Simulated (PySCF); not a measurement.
C6H7 (doublet state).
Geometry (GFN2-xTB, Å), atoms numbered from 1 in this order:
```xyz
13
C6H7 angstrom
C      3.0357    0.4552   -0.6301
C      1.7863    0.2910   -0.1545
C      0.6552    0.1429    0.2938
C     -0.6620   -0.0333    0.7807
C     -1.8367    0.4398   -0.0523
C     -1.5860   -1.0214    0.0972
H      3.8521    0.6811    0.0324
H      3.2394    0.3636   -1.6821
H     -0.7573    0.0621    1.8574
H     -1.6179    0.9010   -1.0034
H     -2.6718    0.8810    0.4705
H     -2.2451   -1.6015    0.7253
H     -1.1963   -1.5612   -0.7525
```

The hyperfine couplings belong to this conformer and change with its torsions.

The species is `[CH2]C#CC1CC1` [radical].

The calculation used UKS B3LYP, pcH-1 on C H, non-relativistic, mean-field spin-orbit, GIAO (PySCF). Geometry: GFN2-xTB; no solvent, vibrations or thermal averaging. A GFN2-xTB geometry isn't a minimum of the functional, and hyperfine couplings can be far from their values at a DFT geometry. The SCF solution wasn't tested for stability.

Give the principal g shifts and their parts.

```
                    Δg (ppm)     1     2     3
relativistic mass correction  -148  -148  -148
            gauge correction     4    25    40
   orbital Zeeman/spin–orbit    13   699  1061
                       total  -131   577   953
```

So g = 2.00219, 2.00290, 2.00327 and g_iso = 2.00279; the tensor is rhombic: the two nearest values differ by 35 % of g3 − g1. Axes: g3 points within 8° of the C2–C3 bond.

At 33.857 GHz, how far is the centre of the isotropic spectrum from where a free electron (g = 2.002319) resonates?

B = hν/(g μB) with μB/h = 13.99624 MHz/mT gives 1208.10 mT for the free electron and 1207.82 mT at g_iso, 0.28 mT lower.

What are the electron Larmor frequencies g μB B/h along the three axes at 340 mT?

9.5279, 9.5312, 9.5330 GHz for g1, g2 and g3, a range of 5.2 MHz.

What effective moment and Curie constant follow for a powder?

With the mean of g² = 4.0111 and S(S+1) = 0.75: μ_eff = √(⟨g²⟩S(S+1)) = 1.734 μB and χT = 0.12505·⟨g²⟩·S(S+1) = 0.376 cm³ K/mol (cgs; spin-Hamiltonian part alone).

In a frozen sample, at which fields do the three g values resonate at 9.5, 34, 94 and 263 GHz (hyperfine left aside), and which band first spreads them over more than twice a line width of 1.0 mT?

```
band    GHz  B(g3) mT  B(g2) mT  B(g1) mT  spread mT
   X    9.5    338.82    338.89    339.01       0.18
   Q   34.0   1212.63   1212.86   1213.28       0.66
   W   94.0   3352.56   3353.19   3354.37       1.81
   J  263.0   9380.03   9381.79   9385.11       5.08
```

The spread grows in proportion to the frequency. J band is the first where it exceeds 2.0 mT.

Largest spin populations (Mulliken): C1 (+0.76), C3 (+0.51) and C2 (-0.24). The positive populations add up to 1.37 and the negative ones to -0.37, together 2S = 1. The angles at C1 add up to 360.0°, so it is planar; its axial dipolar tensor and the negative couplings of its protons fit spin in a p orbital normal to that plane.

The HOMO–LUMO gaps are 5.75 eV among the α and 4.85 eV among the β orbitals.
